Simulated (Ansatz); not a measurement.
# AlH4 (doublet): wave-function methods side by side, cc-pVTZ

Aim: climb from Hartree-Fock through coupled cluster for AlH4 (doublet) at one geometry and basis, and see what each rung misses.

Program: Ansatz 0.2.0, Gaussian basis. Level of theory: cc-pVTZ, correlated electrons: outside noble gas. These are calculated values, not measurements.

The runs, in order: UHF; CCSD(T) on ROHF; CCSD(T) on UHF; BCCD(T) on ROHF; CCSDT(Q) on ROHF; CCSDT(Q) on UHF.

### Step 1. The system

The geometry is a PBE0/def2-TZVP stationary point (not a proven minimum).

5 atoms, charge 0, spin multiplicity 2.

Atoms are counted from 1 here; the program's logs count them from 0.

Bond lengths: Al1–H4 1.595 Å, Al1–H5 1.595 Å, H2–H3 0.766 Å. Angles: H4–Al1–H5 120.0°.

Geometry (Å):

```xyz
5
charge 0, multiplicity 2
Al   -0.0599    0.0001   -0.1328
H     0.4487    0.0018    1.9858
H    -0.3171   -0.0089    1.9564
H     0.7333    1.3833   -0.1888
H     0.7376   -1.3801   -0.1993
```

In the tables R marks a restricted open-shell determinant and U an unrestricted one; correlation energies count from the lowest restricted Hartree-Fock solution.

### Step 2. UHF

in.yaml

```yaml
crystal:
  periodic: [false, false, false]
  atoms:
    - {symbol: Al, position_ang: [-0.059867, 0.000147, -0.132768]}
    - {symbol: H, position_ang: [0.448722, 0.001802, 1.985772]}
    - {symbol: H, position_ang: [-0.317066, -0.008906, 1.956389]}
    - {symbol: H, position_ang: [0.733301, 1.383310, -0.188797]}
    - {symbol: H, position_ang: [0.737612, -1.380129, -0.199290]}
basis:
  gaussian: {orbitals: cc-pVTZ}
magnetization: {spin_polarized: true, initial_magnetization: 1}
hamiltonian: {xc: hf}
output: {orbitals: {seedname: orbitals}}
```

Launch:

```bash
$ ansatz run in.yaml --threads 1 --pin off --events-out ev --progress --plain --max-ram 2816MiB --backend cpu
```

Further steps of the session: CCSD(T) on ROHF; CCSD(T) on UHF; BCCD(T) on ROHF; CCSDT(Q) on ROHF; CCSDT(Q) on UHF.

**Question.** What will the summary of the whole plan be? Wanted: correlation energy, UCCSDT(Q); RMP2 from UCCSDT(Q); UMP2 from UCCSDT(Q); RCCSD from UCCSDT(Q); RCCSD(T) from UCCSDT(Q); UCCSD(T) from UCCSDT(Q); RCCSDT(Q) from UCCSDT(Q); T1 diagnostic.

The runs gave:

| quantity | value |
| --- | --- |
| correlation energy, UCCSDT(Q) | -3.6683 eV |
| RMP2 from UCCSDT(Q) | +798.7 meV |
| UMP2 from UCCSDT(Q) | +794.4 meV |
| RCCSD from UCCSDT(Q) | +76.9 meV |
| RCCSD(T) from UCCSDT(Q) | +18.6 meV |
| UCCSD(T) from UCCSDT(Q) | +17.9 meV |
| RCCSDT(Q) from UCCSDT(Q) | +0.8 meV |
| levels of the table within 1 kcal/mol (43 meV) | RCCSD(T), UCCSD(T), BCCD(T), RCCSDT, UCCSDT, RCCSDT(Q) |
| T1 diagnostic | 0.018 |

**Reading.** RCCSD(T) misses by +18.6 meV, 0.5 % of the correlation energy. These misses are within one basis, not against nature; the frozen cores of restricted and unrestricted runs differ, which can shift their rows.
